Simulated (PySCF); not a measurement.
Geometry:
```csv
atom,x (Å),y (Å),z (Å)
C1,1.464,0.125,0.110
C2,0.121,-0.194,-0.497
C3,-0.985,-0.713,0.369
C4,-1.061,0.675,-0.193
H5,2.079,-0.772,0.169
H6,1.343,0.527,1.113
H7,1.993,0.860,-0.496
H8,0.184,-0.597,-1.501
H9,-1.647,-1.467,-0.030
H10,-0.794,-0.821,1.426
H11,-1.774,0.874,-0.979
H12,-0.922,1.503,0.484
```

- shieldings: GIAO PBE0/pcSseg-1
- geometry from GFN2-xTB
- run in PySCF 2.14.0 with density-fitted response routines
- no solvent model, one averaged value for each set of equivalent atoms, single conformer, relativity neglected

Referencing at the same level of theory: 13C (186.93 ppm), 1H (31.72 ppm) against TMS.

```json
{"atoms": "H8", "nucleus": "1H", "count": "1", "Hirshfeld charge": "0.04", "δ (ppm)": "?"}
{"atoms": "H5/H6/H7", "nucleus": "1H", "count": "3", "Hirshfeld charge": "0.04", "δ (ppm)": "1.09"}
{"atoms": "C1", "nucleus": "13C", "count": "1", "Hirshfeld charge": "-0.12", "δ (ppm)": "21.8"}
{"atoms": "H10/H12", "nucleus": "1H", "count": "2", "Hirshfeld charge": "0.04", "δ (ppm)": "-0.07"}
{"atoms": "C3/C4", "nucleus": "13C", "count": "2", "Hirshfeld charge": "-0.09", "δ (ppm)": "7.2"}
{"atoms": "C2", "nucleus": "13C", "count": "1", "Hirshfeld charge": "-0.04", "δ (ppm)": "8.2"}
{"atoms": "H9/H11", "nucleus": "1H", "count": "2", "Hirshfeld charge": "0.04", "δ (ppm)": "?"}
```

**Question.** Complete the table.

**Answer.** 
- H8: 0.67 ppm, hydrogen on a three-membered-ring carbon; cyclopropane-type protons are shielded by the ring
- H9/H11: 0.43 ppm, hydrogen on a three-membered-ring carbon; cyclopropane-type protons are shielded by the ring

Shifts are as computed. Against solution values, carbons near 30 ppm lie about +3 ppm off and those near 130 ppm about +5 ppm. Of 1211 compounds with measured shifts, 218 miss one by over three times the rms of a fit or turn the order of signals round; such compounds aren't used in these exercises.
